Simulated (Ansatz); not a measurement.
Energy needed to pull apart SiNH, closed shell, into free ground-state atoms, from the structure below (displaced at random from a GFN2-xTB minimum); no zero-point or spin–orbit terms; open-shell atoms are treated unrestricted, in their ground-state multiplicity.

```xyz
3
angstrom
N -0.2199 -1.4755 -0.2697
Si 0.0344 0.0563 -0.1100
H 0.1916 1.4796 -0.0223
```

Ansatz 0.2.0; basis: def2-TZVPP; cores frozen in the correlated methods.

```json
{"method": "PBE-D4", "atomization energy (kcal/mol)": "179.1"}
{"method": "BLYP-D4", "atomization energy (kcal/mol)": "179.5"}
{"method": "r2SCAN-D4", "atomization energy (kcal/mol)": "164.3"}
{"method": "PBE0-D4", "atomization energy (kcal/mol)": "159.1"}
{"method": "LC-wPBE", "atomization energy (kcal/mol)": "151.4"}
{"method": "wB97M-V", "atomization energy (kcal/mol)": "163.2"}
{"method": "HF", "atomization energy (kcal/mol)": "47.2"}
{"method": "MP2", "atomization energy (kcal/mol)": "?"}
{"method": "CCSD", "atomization energy (kcal/mol)": "?"}
{"method": "CCSD(T)", "atomization energy (kcal/mol)": "159.5"}
```

Problem. What does MP2 give? (Judge from chemistry; the value comes from the calculation.)

Solution. The calculation gives: 172.2 kcal/mol, which is about 12.7 kcal/mol more than CCSD(T)/def2-TZVPP.

Problem. What does CCSD give? (To be estimated.)

Solution. By the calculation: 146.5 kcal/mol, which is about 13.0 kcal/mol less than CCSD(T)/def2-TZVPP.

In triple zeta the MP2 and coupled-cluster atomization energies are still short of their basis limit by a few kcal/mol a bond, whereas those of the functionals are nearly converged, so these differences are not deviations from converged CCSD(T).

No T1 diagnostic of these runs exceeds 0.034. The T1 diagnostic is large here, which may signal multireference character or strong orbital relaxation, so CCSD(T) is less sure. The restricted Hartree–Fock reference is unstable towards an unrestricted one here.

For scale, one of the runs: CCSD(T)/def2-TZVPP forces, 87 basis functions (an equivalent command: `ansatz run in.yaml --threads 4`). The run took about 3.9 s on 4 CPU threads (shared host).
